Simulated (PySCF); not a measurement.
# One shape, several levels: NF3 (nitrogen trifluoride)

We compute a comparison of 5 runs (HF/3-21G, PBE0/def2-SVP, B3LYP/6-31G*, TPSS/def2-SVPD, CCSD(T)/6-31G**) of NF3 (nitrogen trifluoride). 

The results are computed with PySCF 2.14.0.

## (1) The structure to begin with

NF3 has 4 atoms, charge 0, and is taken as a singlet. SMILES: `FN(F)F`. Geometry: relaxed at GFN2-xTB.

Bond lengths: F1–N2 1.359 Å, N2–F3 1.359 Å, N2–F4 1.359 Å. Angles: F1–N2–F3 103.3°, F1–N2–F4 103.2°, F3–N2–F4 103.2°.

## (2) Energy and forces at HF/3-21G (run 1)

job.py

```python
# FN(F)F
import pyscf.grad
from pyscf import gto

mol = gto.M(
    atom='F 0.623050 -0.000560 1.070480; N 0.341300 -0.071640 -0.257040; F -0.635810 -1.014280 -0.318110; F -0.328540 1.086490 -0.495330',
    max_memory=1860,
    spin=0,
    basis='3-21g',
    verbose=4,
)

mf = mol.RHF()
mf.conv_tol = 1e-10
mf.kernel()
if not mf.converged:
    mf = mf.newton().run(mf.mo_coeff, mf.mo_occ)

energy = mf.e_tot
print('Final energy', energy)
grad = mf.Gradients().kernel()
mf.analyze()
```

Launch:

```console
$ OMP_NUM_THREADS=1 python job.py
```

Output:

```text
PySCF version 2.14.0

[... 74 lines left out ...]
Nuclear Repulsion Energy =             133.948493355367276
[... 9 lines left out ...]
MO #4   energy= -15.8252831986258  occ= 2
[... 7 lines left out ...]
MO #12  energy= -0.726972299550124 occ= 2
[... 7 lines left out ...]
MO #20  energy= 0.268249461650898  occ= 0
[... 7 lines left out ...]
MO #28  energy= 2.32007807718282   occ= 0
[... 7 lines left out ...]
MO #36  energy= 4.55891077945759   occ= 0
[... 43 lines left out ...]
Dipole moment(X, Y, Z, Debye):  0.21391, -0.04485, -0.16063
```

Wall time 2 s (1 thread of Intel Xeon at 2.50GHz (Skylake/Cascade Lake), shared host); peak memory 0.12 GiB.

## (3) Energy and forces at PBE0/def2-SVP (run 2)

mol.xyz

```xyz
4

F      0.623050    -0.000560     1.070480
N      0.341300    -0.071640    -0.257040
F     -0.635810    -1.014280    -0.318110
F     -0.328540     1.086490    -0.495330
```

run.py

```python
from pyscf import gto, dft

system = gto.M(
    atom='mol.xyz',
    max_memory=1860,
    verbose=4,
    charge=0,
    basis='def2-svp',
)

calc0 = dft.RKS(system)
calc0.xc = 'pbe0'
calc0.grids.level = 5
calc0.conv_tol = 1e-10
calc0.kernel()
if not calc0.converged:
    calc0 = calc0.newton().run(calc0.mo_coeff, calc0.mo_occ)

e_final = calc0.e_tot
print(f'total energy: {e_final:.8f} hartree')
grad = calc0.nuc_grad_method().kernel()
calc0.analyze()
```

Launch:

```console
$ OMP_NUM_THREADS=1 python run.py
```

Output:

```text
PySCF version 2.14.0

[... 93 lines left out ...]
MO #1   energy= -24.8477693668676  occ= 2
[... 10 lines left out ...]
MO #12  energy= -0.513703883958754 occ= 2
[... 10 lines left out ...]
MO #23  energy= 0.661907507437833  occ= 0
[... 10 lines left out ...]
MO #34  energy= 1.67719448133103   occ= 0
[... 10 lines left out ...]
MO #45  energy= 3.01553188775419   occ= 0
[... 10 lines left out ...]
MO #56  energy= 3.91632665014252   occ= 0
[... 63 lines left out ...]
Dipole moment(X, Y, Z, Debye):  0.02335, -0.00463, -0.01704
```

It took 19 s on 1 thread of Intel Xeon at 2.50GHz (Skylake/Cascade Lake), shared host; peak memory 0.57 GiB.

Runs 3 to 4 aren't shown in full; the table further down has their settings and results.

## (4) A single-point energy at CCSD(T)/6-31G(d,p) (spherical functions) (run 5)

run.py

```python
from pyscf import gto, scf, cc

mol = gto.Mole()
mol.atom = '''
F      1.177394    -0.001058     2.022914
N      0.644964    -0.135380    -0.485735
F     -1.201507    -1.916711    -0.601141
F     -0.620851     2.053169    -0.936038
'''
mol.max_memory = 1860
mol.spin = 0
mol.basis = '6-31g**'
mol.verbose = 4
mol.unit = 'bohr'
mol.build()

calc0 = scf.RHF(mol)
calc0.conv_tol = 1e-10
calc0.kernel()
if not calc0.converged:
    calc0 = calc0.newton().run(calc0.mo_coeff, calc0.mo_occ)

mycc = cc.CCSD(calc0, frozen=4)
mycc.kernel()
e_t = mycc.ccsd_t()
energy = mycc.e_tot + e_t
print(f'total energy: {energy:.8f} hartree')
dip = calc0.dip_moment()
pop, q = calc0.mulliken_pop()
```

Launch:

```console
$ OMP_NUM_THREADS=1 python run.py
```

Output:

```text
PySCF version 2.14.0

[... 60 lines left out ...]
converged SCF energy = -352.532403488127
[... 12 lines left out ...]
Init t2, MP2 energy = -353.214521562901  E_corr(MP2) -0.682118074773846
[... 14 lines left out ...]
CCSD converged
[... 2 lines left out ...]
total energy: -353.24286405 hartree
Dipole moment(X, Y, Z, Debye):  0.19062, -0.03977, -0.14305
[... 61 lines left out ...]
charge of    3F =     -0.33172
```

It took 14 s on 1 thread of Intel Xeon at 2.50GHz (Skylake/Cascade Lake), shared host; peak memory 0.19 GiB.

## (5) Overview of the runs

```
run                                  level  integration grid  Cartesian functions  energy (Eh)  dipole moment (D) of the reference  HOMO energy (eV)  LUMO energy (eV)  wall time
  1                               HF/3-21G                 –                   no  -350.628039                                0.27            -14.62              7.25        2 s
  2                          PBE0/def2-SVP                 5                   no  -353.461813                                0.03             -9.79              1.30       19 s
  3     B3LYP/6-31G* (Cartesian functions)                 5                  yes  -354.069721                                0.03             -9.19              1.21       21 s
  4                         TPSS/def2-SVPD                 5                   no  -353.870095                                0.08             -8.48             -0.79       50 s
  5  CCSD(T)/6-31G** (spherical functions)                 –                   no  -353.242864                                0.24            -14.73              7.32       14 s
```

## (6) Summary of results

```
                                          quantity          value
                               run 5: total energy  -353.24286 Eh
       run 5: dipole moment (Hartree–Fock density)         0.24 D
        run 5: HOMO energy (Hartree–Fock orbitals)      -14.73 eV
        run 5: LUMO energy (Hartree–Fock orbitals)        7.32 eV
      run 5: HOMO–LUMO gap (Hartree–Fock orbitals)       22.06 eV
run 5: correlation energy (4 core orbitals frozen)     -710.5 mEh
                             run 5: (T) correction     -19.01 mEh
                              run 5: T1 diagnostic          0.015
```

Over runs 1, 2, 3, 4 the dipole moment (its size) runs from 0.03 D (PBE0/def2-SVP) to 0.27 D (HF/3-21G). The two ends differ in method and basis. Over runs 1, 2, 3, 4 the HOMO–LUMO gap runs from 7.69 eV (TPSS/def2-SVPD) to 21.88 eV (HF/3-21G). Totals of different functionals can't be ranked against each other. All runs together took 1.8 min, the longest 50 s.
